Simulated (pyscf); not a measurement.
## Routes from `[OH2]` + `[OH][B]([Cl])[Cl]`

Candidate steps break at most two bonds and form at most two. Each was searched with GFN2-xTB (tblite) first. PySCF, gas phase, ωB97X-D3(BJ)/def2-SVP geometries. MP2 and CC: frozen core, UHF for open shells. ΔMP2 is the change of the MP2 total energy from the triple- to the quadruple-zeta basis. Energies: CCSD(T)/def2-TZVPP + ΔMP2(QZVPP), kcal/mol, from the separated reactants, singlet surface; ΔG‡ with ideal gas, 1 atm, RRHO with modes under 100 cm⁻¹ raised to 100, one conformer, R ln 2 for chiral ones without a mode under 150 cm⁻¹.

| products | type | ΔE‡ | ΔE | ΔG‡ 298 K | ΔG‡ 900 K | ν‡ (cm⁻¹) |
|---|---|---|---|---|---|---|
| HO–B(OH)–Cl + HCl | four-centre exchange | 13.5 | -11.4 | 22.8 | 44.6 | 944i |
| HO–B(Cl)–Cl + H₂O | four-centre exchange | 15.3 | 0.0 | 25.9 | 49.5 | 1341i |

Row 1: On the reactant side the descent ends in an adduct with a B–O contact, 3.7 kcal/mol under the separated species and 14.9 kcal/mol under the saddle at ωB97X-D3(BJ)/def2-TZVP. Row 2: On the reactant side the descent ends in an adduct with a B–O contact, 3.8 kcal/mol under the separated species and 16.6 kcal/mol under the saddle at ωB97X-D3(BJ)/def2-TZVP. On the product side the descent ends in an adduct with a B–O contact, 3.7 kcal/mol under the separated species and 16.6 kcal/mol under the saddle at ωB97X-D3(BJ)/def2-TZVP. 

Plain bond fissions and candidates not yet searched are not listed, and one of them may be faster. Each barrier is that of the saddle found; lower ones may exist. The CCSD(T) − MP2 part came from Ansatz, without density fitting, on the same reference.
